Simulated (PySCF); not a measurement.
A GIAO shielding run with PySCF (density fitting, non-relativistic, gas phase) on `InChI=1S/C5H5F/c1-3-5(6)4-2/h1,4H,2H3/b5-4-`:

```
$ OMP_NUM_THREADS=1 python probes_run.py task.json out

{"job": {"kind": "nmr", "xc": "PBE0", "basis": "aug-cc-pVDZ", "pop": true}, "charge": 0, "multiplicity": 1}
C      3.023628     0.474566     0.205852
C      1.838445     0.317057     0.409383
C      0.446936     0.131880     0.653477
F      0.093785     0.247001     1.942083
C     -0.473330    -0.135407    -0.283361
C     -1.923388    -0.325557    -0.012727
H      4.073387     0.612923     0.022634
H     -0.107943    -0.214219    -1.310426
H     -2.255212    -1.326454    -0.335408
H     -2.150893    -0.212029     1.055026
H     -2.527116     0.403814    -0.577848
```

Hardware: 1 thread of an Arm Neoverse V1, shared host. The job also computes population analyses, field gradients.

Question: How large is the calculation?

Answer: 44 electrons, 183 basis functions and 587 auxiliary functions.

Question: How long does it take, and how much memory does it need?

Answer: 15 s of wall time, with 14 SCF cycles and 5 response iterations; peak memory 0.9 GiB. Times on a shared host scatter by some tens of per cent.

Question: And these other runs on the same molecule and hardware: GIAO shielding at B97-2/pcSseg-2; GIAO shielding at BHandHLYP/pcSseg-2; GIAO shielding at CAM-B3LYP/pcSseg-2; GIAO shielding at LC-wPBE/pcSseg-2; GIAO shielding at PBE0/6-31G; GIAO shielding at PBE0/STO-3G?

Answer: B97-2/pcSseg-2: 286 functions, 34 s; BHandHLYP/pcSseg-2: 286 functions, 33 s; CAM-B3LYP/pcSseg-2: 286 functions, 43 s; LC-wPBE/pcSseg-2: 286 functions, 52 s; PBE0/6-31G: 64 functions, 4.6 s; PBE0/STO-3G: 35 functions, 2.6 s.
